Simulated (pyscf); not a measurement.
This saddle point was located with ωB97X-D3(BJ)/def2-SVP in PySCF.

```xyz
5

F      0.1305     0.3150     0.9056
N      0.0769    -0.6344    -0.7539
F      1.2973    -0.5719    -1.0569
F     -0.3911     1.2027    -1.0080
H     -0.1968     1.0398     0.0971
```
Charge 0, spin multiplicity 2.

Surface: doublet, charge 0. Lowest wavenumbers (cm⁻¹): 1657i, 207, 326, 599, 681.

Question: What reaction is this the transition state of?

Answer: F–N•–F + HF ⇌ HF + F–N•–F, a four-centre exchange read from left to right: F–N, F–H broken and F–H, F–N formed. At CCSD(T)/def2-TZVPP + ΔMP2(QZVPP) it lies +2.59 eV from the left side and +2.59 eV from the right (each side as separated species at their lowest minima found). This is the saddle that the search found; another between the same sides may lie lower. The CCSD(T) − MP2 part came from Ansatz, without density fitting, on the same reference.
